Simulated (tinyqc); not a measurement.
Inside a calculation. Method: RKS/exchange-only LDA in the sto-3g basis, for CH2, spin multiplicity 1. One step of it, computed by the program tinyqc.

Problem. Iteration 2: DIIS coefficients. Solve [B -1; -1 0][c; lambda] = [0; -1] for the coefficients, which sum to one.

B (overlaps of the stored error matrices):
```
                1               2
1   2.9260673e-01  -9.9335403e-01
2  -9.9335403e-01   3.7624713e+00
```

Give: DIIS coefficients.

Solution.

DIIS coefficients: 0.787  0.213
